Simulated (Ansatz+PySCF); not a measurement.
The numbers below are computed, except where a source is named.
A run of Ansatz (development build ahead of 0.2.0) on singlet LiF at this shape:

```tsv
atom	x (Å)	y (Å)	z (Å)
Li	0.0000	0.0000	-1.0570
F	0.0000	0.0000	0.3523
```

Its results:

* Converged: yes
* Reference energy: -106.84127 hartree
* Correlation energy: -0.20378 hartree
* Total energy: -107.04506 hartree
* Spin squared of the determinant: 0.000
* Stability test: minimum among restricted orbitals
* Occupied orbitals by symmetry in an Abelian subgroup (alpha; beta): 4 A1 1 B1 1 B2; 4 A1 1 B1 1 B2

Problem. Which input gives this output? Name the method, the orbitals and the basis set, and write the input.

Solution. RHF-MP2 in def2-SVP. An unrestricted run that stays on the closed shell gives the same numbers.

```yaml
crystal:
  periodic: [false, false, false]
  atoms:
    - { symbol: Li, position_ang: [0.0, 0.0, -1.05704] }
    - { symbol: F, position_ang: [0.0, 0.0, 0.35235] }
basis:
  gaussian: { orbitals: def2-SVP }
hamiltonian:
  xc: hf
correlation:
  method: mp2
  frozen_orbitals: { F: 1, Li: 0 }
```
